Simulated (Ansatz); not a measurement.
# H₂S (singlet): the correlation ladder, 6-31G*

One table from this session's results is given with a row withheld; the runs are named, their logs left out.

Method: 6-31G*, core rule «outside noble gas», up to 5 orbitals frozen; program: Ansatz 0.2.0, Gaussian basis.

To be run: UHF; CCSD(T) on RHF; BCCD(T) on RHF; CISD; CCSDT(Q) on RHF; CISDTQ; CCSDTQ on RHF; CASSCF and MRCISD+Q, 8 electrons in 6 orbitals; CASSCF and MRCISD+Q(relaxed), 8 electrons in 6 orbitals; CASSCF and NEVPT2, 8 electrons in 6 orbitals; Full CI.

9 further runs of the same task are left out: 9 set aside as unsound or not needed.

**What is computed**

The geometry is an MP2(full)/6-31G* stationary point (not a proven minimum).

3 atoms, charge 0, spin multiplicity 1.

Atoms are counted from 1 here; the program's logs count them from 0.

Bond lengths: S1–H2 1.339 Å, S1–H3 1.339 Å. Angles: H2–S1–H3 93.3°.

Coordinates:

```xyz
3
charge 0, multiplicity 1
S     0.00000    0.00000    0.05437
H     0.00000    0.97427   -0.86485
H     0.00000   -0.97427   -0.86485
```

Set-up of the first run:

in.yaml reads:

```yaml
crystal:
  periodic: [false, false, false]
  atoms:
    - {symbol: S, position_ang: [0.000000, 0.000000, 0.054372]}
    - {symbol: H, position_ang: [0.000000, 0.974269, -0.864846]}
    - {symbol: H, position_ang: [0.000000, -0.974269, -0.864846]}
basis:
  gaussian: {orbitals: "6-31G*"}
magnetization: {spin_polarized: true, initial_magnetization: 0}
hamiltonian: {xc: hf}
output: {orbitals: {seedname: orbitals}}
```

Launch:

```console
ansatz run in.yaml --threads 1 --pin off --events-out ev --progress --plain --max-ram 3840MiB --backend cpu
```

Steps of the session up to this table: UHF; CCSD(T) on RHF; BCCD(T) on RHF; CISD; CCSDT(Q) on RHF; CISDTQ; CCSDTQ on RHF; CASSCF and MRCISD+Q, 8 electrons in 6 orbitals; CASSCF and MRCISD+Q(relaxed), 8 electrons in 6 orbitals; CASSCF and NEVPT2, 8 electrons in 6 orbitals; Full CI.

One of the session's tables, all rows but one given; the rest of the session is left out.

```
                   method  from FCI (meV)
                      RHF         +3995.5
                     RMP2          +694.6
                     CISD          +252.6
                    RCCSD           +92.1
                 RCCSD(T)           +15.5
                  BCCD(T)           +15.4
                   RCCSDT            +4.1
                   CISDTQ            +7.1
                RCCSDT(Q)            +0.7
                  RCCSDTQ               ?
           CASSCF valence         +3023.1
           NEVPT2 valence          +691.4
           MRCISD valence          +144.4
         MRCISD+Q valence            +9.8
MRCISD+Q(relaxed) valence            -5.1
                      FCI               0
```

Estimate the missing values for RCCSDTQ.

As computed: from FCI (meV): +0.2. In the column «from FCI (meV)» it lies between FCI (0) and RCCSDT(Q) (+0.7).

Caveats from the session: MRCISD+Q(relaxed) valence falls below full CI: the +Q correction isn't variational, and the cores differ from full CI's.
